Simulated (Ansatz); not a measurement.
Reaction (SMILES): OO (H2O2) → 2 H atom + 2 O atom
B3LYP-D3(BJ)/def2-TZVP geometries, fixed; electronic energies without zero-point terms.

Basis-set convergence of the atomisation energy at HF with Ansatz (a first-principles code). Cartesian d functions, on some or all atoms, in 6-31G**; all else is spherical. Open shells are unrestricted. No added dispersion term, no relativity. Functions are those of the species that has most. Reference: the value in aug-pcseg-3, 134.83 kcal/mol, itself unsure by roughly 0.45 kcal/mol (its mean distance from aug-cc-pVQZ, def2-QZVPPD, pcseg-3).

```csv
basis,functions,atomisation energy (kcal/mol)
3-21G,22,103.31
pcseg-0,22,95.43
def2-SV(P),32,(withheld)
6-31G**,40,(withheld)
aug-cc-pVDZ,64,131.55
aug-pcseg-1,64,(withheld)
"6-311++G(2d,2p)",74,133.30
"6-311++G(3df,3pd)",114,(withheld)
aug-pcseg-3,268,134.83
```

**Question.** Complete the blanks.

**Answer.** 
- def2-SV(P), atomisation energy (kcal/mol): 118.75
- 6-31G**, atomisation energy (kcal/mol): 131.58
- aug-pcseg-1, atomisation energy (kcal/mol): 133.05
- 6-311++G(3df,3pd), atomisation energy (kcal/mol): 134.99
